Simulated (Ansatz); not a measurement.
**CHB (triplet): the correlation ladder at distance B1–C2 = 1.189 Å, 6-31G**

Aim: climb from Hartree-Fock through coupled cluster and multireference methods for CHB (triplet) at one geometry and basis, and see what each rung misses.

The runs use Ansatz 0.2.0, Gaussian basis; 6-31G, core rule «outside noble gas», up to 2 orbitals frozen.

To be run: UHF; CCSD(T) on ROHF; CCSD(T) on UHF; BCCD(T) on ROHF; CISD; CCSDT(Q) on ROHF; CCSDT(Q) on UHF; CISDTQ; CCSDTQ on ROHF; CASSCF and MRCISD+Q, 4 electrons in 4 orbitals; CASSCF and NEVPT2, 4 electrons in 4 orbitals; CASSCF and MRCISD+Q, 8 electrons in 9 orbitals; CASSCF and NEVPT2, 8 electrons in 9 orbitals; Full CI.

25 further runs of the same task are left out: 2 for a mislabelled method, 1 for a known fault of the program, 18 that didn't finish, 4 set aside as unsound or not needed.

**1. What is computed**

The geometry derives from a PBE0/def2-TZVP stationary point (not a proven minimum). One bond is set to the value named and the two fragments are kept rigid.

3 atoms, charge 0, spin multiplicity 3.

Atoms are counted from 1 here; the program's logs count them from 0.

Bond lengths: B1–C2 1.189 Å, C2–H3 1.071 Å. Angles: B1–C2–H3 180.0°.

**2. UHF**

The input, in.yaml:

```yaml
crystal:
  periodic: [false, false, false]
  atoms:
    - {symbol: B, position_ang: [0.000000, 0.000000, 1.149601]}
    - {symbol: C, position_ang: [0.000000, 0.000000, -0.039399]}
    - {symbol: H, position_ang: [0.000000, 0.000000, -1.110201]}
basis:
  gaussian: {orbitals: 6-31G}
magnetization: {spin_polarized: true, initial_magnetization: 2}
hamiltonian: {xc: hf}
output: {orbitals: {seedname: orbitals}}
```

Launch:

```bash
ansatz run in.yaml --threads 1 --pin off --events-out ev --progress --plain --max-ram 2393MiB
```

After this run come: CCSD(T) on ROHF; CCSD(T) on UHF; BCCD(T) on ROHF; CISD; CCSDT(Q) on ROHF; CCSDT(Q) on UHF; CISDTQ; CCSDTQ on ROHF; CASSCF and MRCISD+Q, 4 electrons in 4 orbitals; CASSCF and NEVPT2, 4 electrons in 4 orbitals; CASSCF and MRCISD+Q, 8 electrons in 9 orbitals; CASSCF and NEVPT2, 8 electrons in 9 orbitals; Full CI.

**Question.** What will the summary of the whole plan be? Wanted: FCI below the RHF energy; RMP2 from FCI; UMP2 from FCI; RCCSD from FCI; RCCSD(T) from FCI; UCCSD(T) from FCI; RCCSDT(Q) from FCI; UCCSDT(Q) from FCI; NEVPT2 pair from FCI.

The runs gave:

| quantity | value |
| --- | --- |
| FCI below the RHF energy | -3.2804 eV |
| RMP2 from FCI | +632.4 meV |
| UMP2 from FCI | +631.6 meV |
| RCCSD from FCI | +99.8 meV |
| RCCSD(T) from FCI | +23.7 meV |
| UCCSD(T) from FCI | +23.7 meV |
| RCCSDT(Q) from FCI | +0.6 meV |
| UCCSDT(Q) from FCI | +0.3 meV |
| NEVPT2 pair from FCI | +500.3 meV |
| MRCISD+Q pair from FCI | +28.5 meV |
| NEVPT2 valence from FCI | +268.5 meV |
| levels within 1 kcal/mol (43 meV) | RCCSD(T), UCCSD(T), BCCD(T), RCCSDT, UCCSDT, CISDTQ, RCCSDT(Q), UCCSDT(Q), RCCSDTQ, MRCISD+Q pair, MRCISD valence, MRCISD+Q valence |
| T1 diagnostic | 0.019 |
| effectively unpaired electrons | 2.04 |

**Reading.** RCCSD(T) misses by +23.7 meV, 0.7 % of the correlation energy. One determinant dominates. Of the multireference levels listed MRCISD+Q valence comes nearest in total energy (+11.1 meV), which doesn't show that its space is the better one. These misses are within one basis, not against nature; the frozen cores of restricted and unrestricted runs differ, which can shift their rows.
